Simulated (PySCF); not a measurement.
# Running PySCF for PS

File input.py (PySCF 2.14):

```python
from pyscf import gto, dft

mol = gto.M(
    atom='P 0 0 0; S 0 0 1.937',
    basis='6-311g**',
    charge=0,
    spin=1,
    verbose=4,
)
mf = dft.UKS(mol, xc='b3lyp5')
field = 0.05  # electric field along z, atomic units
h = mf.get_hcore() + field*mol.intor('int1e_r')[2]
mf.get_hcore = lambda *args: h
e_nuc = mol.energy_nuc() - field*mol.atom_charges() @ mol.atom_coords()[:, 2]
mf.energy_nuc = lambda *args: e_nuc
mf.kernel()
mf.analyze()
print('orbital energies (hartree):', [e[max(0, n-3):n+3].round(4) for e, n in zip(mf.mo_energy, mol.nelec)])
```

```bash
$ OMP_NUM_THREADS=1 python input.py
```

It prints (some set-up lines and the per-cycle HOMO/LUMO lines with their warnings removed):

```
PySCF version 2.14.0

[INPUT] verbose = 4
[INPUT] num. atoms = 2
[INPUT] num. electrons = 31
[INPUT] charge = 0
[INPUT] spin (= nelec alpha-beta = 2S) = 1
[INPUT] symmetry False subgroup None
[INPUT] Mole.unit = angstrom
[INPUT] Symbol           X                Y                Z      unit          X                Y                Z       unit  Magmom
[INPUT]  1 P      0.000000000000   0.000000000000   0.000000000000 AA    0.000000000000   0.000000000000   0.000000000000 Bohr   0.0
[INPUT]  2 S      0.000000000000   0.000000000000   1.937000000000 AA    0.000000000000   0.000000000000   3.660399503283 Bohr   0.0

nuclear repulsion = 65.5666136400619
number of shells = 24
number of NR pGTOs = 90
number of NR cGTOs = 52
basis = 6-311g**
ecp = {}

******** <class 'pyscf.dft.uks.UKS'> ********
method = UKS
initial guess = minao
damping factor = 0
level_shift factor = 0
DIIS = <class 'pyscf.scf.diis.CDIIS'>
diis_start_cycle = 1
diis_space = 8
diis_damp = 0
SCF conv_tol = 1e-09
SCF conv_tol_grad = None
SCF max_cycles = 50
direct_scf = True
direct_scf_tol = 1e-13
number electrons alpha = 16  beta = 15
XC library pyscf.dft.libxc version 7.0.0
    S. Lehtola, C. Steigemann, M. J.T. Oliveira, and M. A.L. Marques.,  SoftwareX 7, 1–5 (2018)
XC functionals = b3lyp5
    P. A. M. Dirac.,  Math. Proc. Cambridge Philos. Soc. 26, 376 (1930)
    F. Bloch.,  Z. Phys. 57, 545 (1929)
    A. D. Becke.,  Phys. Rev. A 38, 3098 (1988)
    C. Lee, W. Yang, and R. G. Parr.,  Phys. Rev. B 37, 785 (1988)
    B. Miehlich, A. Savin, H. Stoll, and H. Preuss.,  Chem. Phys. Lett. 157, 200 (1989)
    S. H. Vosko, L. Wilk, and M. Nusair.,  Can. J. Phys. 58, 1200 (1980)
radial grids:
    Treutler-Ahlrichs [JCP 102, 346 (1995); DOI:10.1063/1.469408] (M4) radial grids

becke partition: Becke, JCP 88, 2547 (1988); DOI:10.1063/1.454033
pruning grids: <function nwchem_prune>
grids dens level: 3
symmetrized grids: False
atomic radii adjust function: <function treutler_atomic_radii_adjust>
small_rho_cutoff = 0
Set gradient conv threshold to 3.16228e-05
tot grids = 38064
init E= -739.512287298216

cycle= 1 E= -739.208262998697  delta_E= 0.304  |g|= 0.611  |ddm|= 1.57
cycle= 2 E= -738.244315669055  delta_E= 0.964  |g|= 1.31  |ddm|= 2.04
cycle= 3 E= -739.466016515747  delta_E= -1.22  |g|= 0.226  |ddm|= 1.26
cycle= 4 E= -739.506126206692  delta_E= -0.0401  |g|= 0.0238  |ddm|= 0.241
cycle= 5 E= -739.506247177068  delta_E= -0.000121  |g|= 0.0133  |ddm|= 0.0265
cycle= 6 E= -739.506340707129  delta_E= -9.35e-05  |g|= 0.00609  |ddm|= 0.0123
cycle= 7 E= -739.506367315287  delta_E= -2.66e-05  |g|= 0.00111  |ddm|= 0.00558
cycle= 8 E= -739.506368725115  delta_E= -1.41e-06  |g|= 0.000329  |ddm|= 0.00179
cycle= 9 E= -739.506369230987  delta_E= -5.06e-07  |g|= 0.000227  |ddm|= 0.00121
cycle= 10 E= -739.506369841937  delta_E= -6.11e-07  |g|= 0.00013  |ddm|= 0.00253
cycle= 11 E= -739.506369945525  delta_E= -1.04e-07  |g|= 3.07e-05  |ddm|= 0.00124
cycle= 12 E= -739.506369949242  delta_E= -3.72e-09  |g|= 5e-06  |ddm|= 0.000235
cycle= 13 E= -739.506369949324  delta_E= -8.14e-11  |g|= 1.43e-06  |ddm|= 2.35e-05
Extra cycle  E= -739.506369949328  delta_E= -4.21e-12  |g|= 1.5e-06  |ddm|= 5.45e-06
converged SCF energy = -739.506369949328  <S^2> = 0.75345348  2S+1 = 2.0034505
**** SCF Summaries ****
Total Energy =                        -739.506369949327791
Nuclear Repulsion Energy =              62.638294037435926
One-electron Energy =                -1148.324805966911754
Two-electron Energy =                  346.180141980148051
Two-electron Coulomb Energy =          394.917655063351390
DFT Exchange-Correlation Energy =      -48.737513083203368
**** MO energy ****
                             alpha | beta                alpha | beta
[5 lines left out]
MO #6   energy= -5.88101399058725  | -5.87859145633753  occ= 1 | 1
MO #7   energy= -5.88076565371188  | -5.86919779306005  occ= 1 | 1
MO #8   energy= -4.68756452069312  | -4.68689087576083  occ= 1 | 1
MO #9   energy= -4.68502865518005  | -4.68361294256003  occ= 1 | 1
MO #10  energy= -4.68459746871885  | -4.67816264673846  occ= 1 | 1
MO #11  energy= -0.712213475478535 | -0.696383609579414 occ= 1 | 1
MO #12  energy= -0.481818133892062 | -0.458908741360068 occ= 1 | 1
MO #13  energy= -0.289397727154779 | -0.278370426495804 occ= 1 | 1
MO #14  energy= -0.27211904752685  | -0.253868668738386 occ= 1 | 1
MO #15  energy= -0.260494622258935 | -0.230341879166665 occ= 1 | 1
MO #16  energy= -0.143125788548596 | -0.0780201177239765 occ= 1 | 0
MO #17  energy= -0.086068063803806 | -0.0535921956343156 occ= 0 | 0
MO #18  energy= 0.00658734567407587 | 0.0109576581654216 occ= 0 | 0
MO #19  energy= 0.174631722313872  | 0.176241074922271  occ= 0 | 0
[33 lines left out]

To work with the spin densities directly, `use mulliken_meta_spin()` only printing them here.

 ** Mulliken spin pop alpha/beta on meta-lowdin orthogonal AOs **
 ** Mulliken Spin Density (per AO)  **
 ** Mulliken Spin Density (per atom)  **
spin density of  0 P =      0.45246
spin density of  1 S =      0.54754
 ** Mulliken pop alpha/beta on meta-lowdin orthogonal AOs **
 ** Mulliken pop       alpha | beta **
pop of  0 P 1s        0.99996 | 0.99996
pop of  0 P 2s        0.99878 | 0.99866
pop of  0 P 3s        0.89522 | 0.88993
pop of  0 P 4s        0.00763 | 0.00768
pop of  0 P 5s        0.00064 | 0.00064
pop of  0 P 6s        0.00081 | 0.00084
pop of  0 P 2px       0.99994 | 0.99989
pop of  0 P 2py       0.99988 | 0.99988
pop of  0 P 2pz       0.99991 | 0.99991
pop of  0 P 3px       0.96637 | 0.51140
pop of  0 P 3py       0.47248 | 0.49327
pop of  0 P 3pz       0.57755 | 0.58856
[40 lines left out]
In total            16.00000 | 15.00000
 ** Mulliken atomic charges   ( Nelec_alpha | Nelec_beta ) **
charge of  0P =     -0.46955  (     7.96101      7.50855 )
charge of  1S =      0.46955  (     8.03899      7.49145 )
Dipole moment(X, Y, Z, Debye): -0.00000,  0.00000,  7.15748
orbital energies (hartree): [array([-0.2721, -0.2605, -0.1431, -0.0861,  0.0066,  0.1746]), array([-0.2784, -0.2539, -0.2303, -0.078 , -0.0536,  0.011 ])]
```

In short: E(SCF) = -739.506370 Eh, 13 cycles, ⟨S²⟩ = 0.753, μz(SCF) = 7.16 D.

Run time: 3.7 s on 1 thread of Arm Neoverse V1 (shared host).

The bond length is a typed value, not an optimised one. No search for the lowest solution was made.
